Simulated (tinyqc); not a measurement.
Inside a calculation. Method: Hueckel theory of the pi electrons with the omega technique, for the molecule c1c[cH+]1 (SMILES; centres numbered as the heavy atoms are written). One step of it, computed by the program tinyqc.

Question. Omega technique, round 1. h_r = h_r(0) + omega q_r, omega = 1, with q_r = z_r - P_rr; 0.5 of the old diagonal is kept.

Hueckel matrix in units of beta (H = alpha + beta A):
```
          1C        2C        3C
1C  0.000000  1.000000  1.000000
2C  1.000000  0.000000  1.000000
3C  1.000000  1.000000  0.000000
```

charge and bond-order matrix P:
```
          1C        2C        3C
1C  0.666667  0.666667  0.666667
2C  0.666667  0.666667  0.666667
3C  0.666667  0.666667  0.666667
```

Centres:
```
centre  z_r, pi electrons of the neutral centre         h
1C                                            1  0.000000
2C                                            1  0.000000
3C                                            1  0.000000
```

Give: matrix after round 1.

Answer.

matrix after round 1:
```
        1C      2C      3C
1C  0.1667  1.0000  1.0000
2C  1.0000  0.1667  1.0000
3C  1.0000  1.0000  0.1667
```
